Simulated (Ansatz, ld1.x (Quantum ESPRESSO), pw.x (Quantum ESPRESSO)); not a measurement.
**pw.x on fcc Pd: one setting changed**

Potential: ultrasoft, ld1.x (Quantum ESPRESSO) 7.5, PBEsol; core [Ar] 3d10, reference 4s2 4p6 4d10 5s0; waves: 4s (bound): rcut 1.30, rcutus 1.75 bohr; 5s (bound, empty): rcut 1.30, rcutus 1.75 bohr; 4p (bound): rcut 1.30, rcutus 1.60 bohr; 4p channel at -2.1 Ry: rcut 1.30, rcutus 1.60 bohr; 4d (bound): rcut 1.90, rcutus 2.05 bohr; 4d channel at 0.8 Ry: rcut 1.90, rcutus 2.05 bohr; local part: all-electron potential smoothed inside 2.00 bohr (lloc = -1); core correction: Bessel-smoothed model core inside 1.12 bohr; augmentation: PSQ, radius 1.35 bohr.

The reference run (k-mesh 15³, cutoffs 75/600 Ry, Fermi–Dirac 0.01 Ry, mixing_beta 0.4, conv_thr 1e-9, no spin) gives 0.97 GPa at 14.628 Å³/atom, where all-electron LAPW gives -0.59 GPa. This run, with its own iteration cap, changes mixing_mode to local-TF.

```
&control
  calculation='scf', prefix='x', pseudo_dir='./', outdir='./tmp', tstress=.true., disk_io='none'
/
&system
  ibrav=0, nat=1, ntyp=1, ecutwfc=75, ecutrho=600, nbnd=17,
  occupations='smearing', smearing='fd', degauss=0.01
/
&electrons
  conv_thr=1e-09, mixing_beta=0.4, electron_maxstep=60, mixing_mode='local-TF'
/
ATOMIC_SPECIES
Pd 1.0 Pd.UPF
CELL_PARAMETERS angstrom
  0.00000000 1.94111673 1.94111673
  1.94111673 0.00000000 1.94111673
  1.94111673 1.94111673 0.00000000
ATOMIC_POSITIONS crystal
Pd 0.0000 0.0000 0.0000
K_POINTS automatic
15 15 15 0 0 0
```

```bash
pw.x < Pd.scf.in > Pd.scf.out
```

Question: How does the run end?

Answer: It converges in 11 iterations; the free energy moves by +0.0 meV/atom and the pressure by +0.01 GPa. The result is that of the reference run.

```
Message from routine setup:
     using ibrav=0 with symmetry is DISCOURAGED, use correct ibrav instead
     lattice parameter (alat)  =       5.1876  a.u.
     unit-cell volume          =      98.7146 (a.u.)^3
     number of electrons       =        18.00
     number of Kohn-Sham states=           17
     kinetic-energy cutoff     =      75.0000  Ry
     charge density cutoff     =     600.0000  Ry
     scf convergence threshold =      1.0E-09
     Exchange-correlation= PBESOL
     number of k points=   120  Fermi-Dirac smearing, width (Ry)=  0.0100
     iteration #  1     ecut=    75.00 Ry     beta= 0.40
     total energy              =    -258.39313693 Ry
     estimated scf accuracy    <       0.27714215 Ry
     iteration #  2     ecut=    75.00 Ry     beta= 0.40
     total energy              =    -258.37304080 Ry
     estimated scf accuracy    <       0.07476204 Ry
     iteration #  3     ecut=    75.00 Ry     beta= 0.40
     total energy              =    -258.38802899 Ry
     estimated scf accuracy    <       0.00098560 Ry
     iteration #  4     ecut=    75.00 Ry     beta= 0.40
     total energy              =    -258.38853884 Ry
     estimated scf accuracy    <       0.00021825 Ry
     iteration #  5     ecut=    75.00 Ry     beta= 0.40
     total energy              =    -258.38856420 Ry
     estimated scf accuracy    <       0.00002089 Ry
     iteration #  6     ecut=    75.00 Ry     beta= 0.40
     total energy              =    -258.38856449 Ry
     estimated scf accuracy    <       0.00000364 Ry
     iteration #  7     ecut=    75.00 Ry     beta= 0.40
     total energy              =    -258.38856549 Ry
     estimated scf accuracy    <       0.00000078 Ry
     iteration #  8     ecut=    75.00 Ry     beta= 0.40
     total energy              =    -258.38856549 Ry
     estimated scf accuracy    <       0.00000010 Ry
     iteration #  9     ecut=    75.00 Ry     beta= 0.40
     total energy              =    -258.38856552 Ry
     estimated scf accuracy    <          6.0E-09 Ry
     iteration # 10     ecut=    75.00 Ry     beta= 0.40
     total energy              =    -258.38856552 Ry
     estimated scf accuracy    <          3.5E-09 Ry
     iteration # 11     ecut=    75.00 Ry     beta= 0.40
     the Fermi energy is    19.8642 ev
!    total energy              =    -258.38856552 Ry
     estimated scf accuracy    <          2.6E-10 Ry
     smearing contrib. (-TS)   =      -0.00732358 Ry
     The total energy is F=E-TS. E is the sum of the following terms:
     one-electron contribution =     -80.41942805 Ry
     hartree contribution      =      51.89045805 Ry
     xc contribution           =     -27.36824461 Ry
     ewald contribution        =    -202.48402733 Ry
     convergence has been achieved in  11 iterations
          total   stress  (Ry/bohr**3)                   (kbar)     P=        9.79
     Message from routine punch:
     Nothing written, as per user request (disk_io='none')
```

The run took about 42 s on one core of a shared host (Neoverse-V1, 32 threads, 247 GiB, load 20).
